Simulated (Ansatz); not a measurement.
A nudged elastic band was laid between two geometries of CH5Al + H (8 atoms, charge 0, multiplicity 2).

Theory: Ansatz, UKS PBE0/def2-SVP.

```
movable images  : 5
climbing image  : yes
spring          : 5.0 eV/Å²
optimiser       : quadratic models (default)
start path      : straight line
force threshold : 0.05 eV/Å
iteration limit : 60
end points      : relaxed
```

Image 0:

```xyz
8
Properties=species:S:1:pos:R:3
Al -0.008 0.016 -0.267
H -0.105 -0.002 1.324
C 1.733 0.021 -1.160
H 2.082 -1.019 -1.294
H 1.699 0.473 -2.164
H 2.508 0.537 -0.571
H -1.355 -0.002 -1.121
H -0.119 -0.023 4.559
```

Image 6:

```xyz
8
Properties=species:S:1:pos:R:3
Al -0.127 0.039 -0.578
H 0.006 0.430 3.248
C 1.689 -0.101 -1.330
H 1.889 -1.153 -1.605
H 1.748 0.488 -2.263
H 2.490 0.236 -0.656
H -1.368 -0.382 -1.516
H 0.109 0.444 4.003
```

(1) What changes between the two ends?

(2) What energy profile does the band end with?

(3) What is the geometry of the highest image?

The band took 28 iterations and of the order of 5 core-minutes.

Answers

(1) Bonds broken: Al1–H2. Bonds formed: H2–H8. CH5Al + H becomes CH4Al + H2.

(2) It converged. The highest image is number 2 of 0 to 6, 1.0 kcal/mol above the first end and 19.9 kcal/mol above the last; the last end lies 19.0 kcal/mol below the first. Another band between the same ends (5 images) ends at a top of the same energy, where a vibrational analysis finds 1 clearly imaginary mode.

| image | path coordinate (Å) | energy (kcal/mol) | Al1–H2 (Å) | H2–H8 (Å) |
| --- | --- | --- | --- | --- |
| 0 | 0.00 | 0.0 | 1.59 | 3.24 |
| 1 | 1.38 | 0.0 | 1.59 | 3.09 |
| 2 | 2.76 | 1.0 | 1.63 | 1.60 |
| 3 | 3.74 | -18.2 | 2.55 | 0.77 |
| 4 | 4.72 | -18.9 | 3.42 | 0.76 |
| 5 | 5.70 | -19.0 | 3.73 | 0.76 |
| 6 | 6.68 | -19.0 | 3.85 | 0.76 |

(3) 
```xyz
8
Properties=species:S:1:pos:R:3
Al 0.022 -0.160 0.004
H 0.004 0.135 1.602
C 1.679 -0.004 -1.022
H 1.756 -0.778 -1.804
H 1.701 0.969 -1.547
H 2.583 -0.051 -0.395
H -1.349 -0.551 -0.710
H 0.038 0.440 3.176
```

Time of the run: 5.4 min on 1 thread of Arm Neoverse V1, on a shared host, peak memory 0.12 GiB.
